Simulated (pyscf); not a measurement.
HO–SiH₂–CH₂–O–SiH₃ (SMILES O[SiH2]CO[SiH3]) + H₂ (SMILES [H][H]) → H₃C–O–SiH₃ (SMILES CO[SiH3]) + HO–SiH₃ (SMILES O[SiH3]) (four-centre exchange; singlet surface; C–Si, H–H broken, C–H, H–Si formed). Single points on ωB97X-D3(BJ)/def2-SVP structures (PySCF, gas phase). Energies in eV from the separated reactants.

```tsv
level	barrier	reaction energy
ωB97X-D3(BJ)/def2-TZVP	2.82	-0.24
r²SCAN/def2-TZVP	[?]	[?]
B3LYP-D3(BJ)/def2-TZVP	2.76	-0.29
PBE0-D3(BJ)/def2-TZVP	2.56	-0.29
M06-2X/def2-TZVP	2.88	-0.24
ωB97M-D3(BJ)/def2-TZVP	[?]	-0.29
```

**Question.** Fill in the missing entries.

**Answer.** 
- r²SCAN/def2-TZVP, barrier: 2.57
- r²SCAN/def2-TZVP, reaction energy: -0.27
- ωB97M-D3(BJ)/def2-TZVP, barrier: 2.78

The functionals in the table span 0.32 eV in this barrier, from PBE0-D3(BJ) to M06-2X. At the saddle there is also a short H–Si contact that neither side keeps. HO–SiH₂–CH₂–O–SiH₃ lies 1.38 eV over its isomer H₃C–O–SiH₂–O–SiH₃ (electronic energy, ωB97M-D3(BJ)/def2-TZVP). H₃C–O–SiH₃ lies 1.03 eV over its isomer H₃C–SiH₂–OH (electronic energy, ωB97M-D3(BJ)/def2-TZVP). This is the saddle that the search found; another between the same sides may lie lower.
